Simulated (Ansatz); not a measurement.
Process, species as SMILES: [C]#N (C-N) → CN- (singlet, bonded as N#[C]) (an electron is taken up)
B3LYP-D3(BJ)/def2-TZVP geometries, fixed; electronic energies without zero-point terms; positive where energy is released.
Largest species:
```
C
N 1 1.1622
```
Charge 0, spin multiplicity 2.

Basis-set convergence of the adiabatic electron affinity at MP2 with Ansatz (an electronic-structure program). All functions are spherical. Cores are frozen. The T1 diagnostic of CCSD is high for at least one species. An unrestricted Hartree-Fock determinant is markedly spin-contaminated. Open shells are unrestricted. No added dispersion term, no relativity. Functions are those of the species that has most. Reference: Hartree-Fock in aug-cc-pVQZ plus the correlation part extrapolated as X^-3 from aug-cc-pVTZ and aug-cc-pVQZ, 4.899 eV, itself unsure by roughly 0.022 eV (a third of the extrapolation step and of the last Hartree-Fock step). Deviations are taken from unrounded values.

```
basis              functions  adiabatic electron affinity (eV)  minus reference (eV)
-----------------  ---------  --------------------------------  --------------------
pcseg-0                   18                             3.710                -1.189
cc-pVDZ                   28                             3.673                -1.226
6-311++G(2d,2p)           54                             4.658                -0.241
pcseg-2                   60                             4.573                -0.326
6-311++G(3df,3pd)         78                             4.731                -0.168
jun-cc-pV(T+d)Z           78                             4.732                -0.167
aug-pcseg-2               92                             4.708                -0.191
def2-QZVPP               114                             4.731                -0.168
aug-pcseg-3              170                             4.804                -0.095
```
